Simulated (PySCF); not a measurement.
# C4H8F2 ((CH3)2CHCHF2): the cost of one run

Computed with PySCF 2.14.0, with density-fitted response routines of our own, on a single molecule, in the gas phase or a continuum. Atoms are numbered from 0 throughout.

## Step 1: The molecule as given

14 atoms, charge 0, multiplicity 1; geometry from: GFN2-xTB. The atoms were then displaced at random by about 0.01 Å, so the start is not that level's minimum.

Bonds of the start (Å): C0–C1 1.56, C1–C2 1.53, C1–C3 1.52, C3–F4 1.35, C3–F5 1.34, C0–H6 1.06, C0–H7 1.11, C0–H8 1.11, C1–H9 1.08, C2–H10 1.07, C2–H11 1.09, C2–H12 1.09, C3–H13 1.14.

## Step 2: Geometry optimisation at PBE0-D3(BJ)/def2-TZVP

The job: settings as JSON, then the geometry in Å.

```
{"job": {"xc": "PBE0", "basis": "def2-TZVP", "d3": "d3bj", "grid": 2, "shake": 0.01, "kind": "geom"}, "charge": 0, "multiplicity": 1}
C      1.423320    -0.322620     0.219660
C      0.008400    -0.159830    -0.406140
C     -1.032180    -1.030320     0.304990
C     -0.402630     1.305910    -0.359040
F     -0.407780     1.785400     0.898170
F      0.388010     2.100440    -1.085430
H      1.752340    -1.328130     0.137600
H      2.129200     0.350680    -0.303650
H      1.373650    -0.010610     1.285020
H      0.054770    -0.432580    -1.453250
H     -1.998530    -0.949570    -0.147130
H     -0.694160    -2.067430     0.290920
H     -1.127640    -0.712520     1.344070
H     -1.473930     1.456110    -0.733540
```

The run is started by

```sh
$ OMP_NUM_THREADS=1 python probes_run.py task.json out
```

The driver reads the jobs from task.json and runs them one after another.

**Question.** How long does this first job take on 1 thread of Arm Neoverse V1, shared host, and how much memory does it need?

About 2.4 min, with a peak of 1.1 GiB.
